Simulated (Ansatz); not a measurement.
The parent structure is Au in the fcc (Cu type) structure (space group Fm-3m, No. 225; a = 4.157 Å).

Levels (all Ansatz, a first-principles code, PAW): PBE (420 eV, scalar-relativistic without spin-orbit coupling); r2SCAN (500 eV, no spin-orbit coupling).

Levels that relaxed their own cell: PBE and r2SCAN.

```json
[
 {"level": "PBE", "lattice parameter a": "4.157 Å"},
 {"level": "r2SCAN", "lattice parameter a": "4.124 Å"}
]
```

Measured: lattice parameter a 4.062 Å (static lattice; corrected from measurement; as listed in Daniel Mejia-Rodriguez, S. B. Trickey, Phys. Rev. B (2018)).

Computed minus measured — lattice parameter a: PBE +2.3 %, r2SCAN +1.5 % (closest: r2SCAN).

No phonon test of stability was made.
